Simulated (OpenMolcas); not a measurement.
**Potential curves of AlCl⁺: spin-free states**

Computed with OpenMolcas 26.06: state-averaged CASSCF(7,7) over Cl 3p, Al 3s 3p, XMS-CASPT2 (IPEA 0.25, imaginary shift 0.2 hartree), scalar X2C, ANO-RCC-VTZP, then RASSI spin–orbit state interaction with atomic mean-field integrals. C2 symmetry about the axis (a holds Σ, Δ, Γ; b holds Π, Φ, H; Σ⁺ and Σ⁻ are not told apart); roots by multiplicity and irrep: 2a 5, 2b 4, 4a 4.

XMS-CASPT2 energies in eV from the lowest point. Curves are followed by energy order within each symmetry, so they are adiabatic and may change character at avoided crossings; Σ⁺ and Σ⁻ are counted together.

```json
{"R (Å)": "1.778", "(1)2Σ": "0.949", "(1)2Π": "5.569", "(2)2Σ": "7.624", "(2)2Π": "6.029", "(1)4Σ": "8.227"}
{"R (Å)": "1.881", "(1)2Σ": "0.260", "(1)2Π": "4.340", "(2)2Σ": "6.374", "(2)2Π": "5.123", "(1)4Σ": "6.967"}
{"R (Å)": "1.974", "(1)2Σ": "0.017", "(1)2Π": "3.511", "(2)2Σ": "5.591", "(2)2Π": "4.793", "(1)4Σ": "6.246"}
{"R (Å)": "2.067", "(1)2Σ": "0.000", "(1)2Π": "2.910", "(2)2Σ": "5.032", "(2)2Π": "4.710", "(1)4Σ": "5.788"}
{"R (Å)": "2.170", "(1)2Σ": "0.149", "(1)2Π": "2.421", "(2)2Σ": "4.595", "(2)2Π": "4.771", "(1)4Σ": "5.497"}
{"R (Å)": "2.274", "(1)2Σ": "0.395", "(1)2Π": "2.102", "(2)2Σ": "4.298", "(2)2Π": "4.928", "(1)4Σ": "5.357"}
{"R (Å)": "2.418", "(1)2Σ": "0.795", "(1)2Π": "1.821", "(2)2Σ": "4.057", "(2)2Π": "5.213", "(1)4Σ": "5.320"}
```

(1) With masses 34.969 and 26.982 u, fit the curves (1)2Σ, (2)2Π near their minima.

The 5 lowest clean curves are shown; the next is (1)4Δ, from 5.45 eV. Only roots inside an energy window near the equilibrium distance were included, so the list of states is not complete; labels number the states computed. Each spin and symmetry block has orbitals of its own, averaged over its own roots, so gaps between blocks are less sure than gaps within one and near the minimum can be off by tenths of an eV, in bad cases by more. No Rydberg orbitals are active, so Rydberg states, and σ→σ* states whose orbital the CASSCF left unused, can be missing between those listed. CASPT2 splits the two components of degenerate states numerically, here by up to 63 cm⁻¹. No roots were computed in block 4b (none fell in the window or the block failed), so states of that kind are missing and can lie low or lowest. Points that failed a check (symmetry, reference weights, a jump) are left out.

Answers

(1) At XMS-CASPT2, Te from the lowest curve (the fit fixes ωe to a per cent or two; the method's Re and ωe can be off by some per cent):

| curve | Te (cm⁻¹) | Re (Å) | ωe (cm⁻¹) |
| --- | --- | --- | --- |
| (1)2Σ | 0 | 2.027 | 598.9 |
| (2)2Π | 38090 | 2.070 | 521.8 |
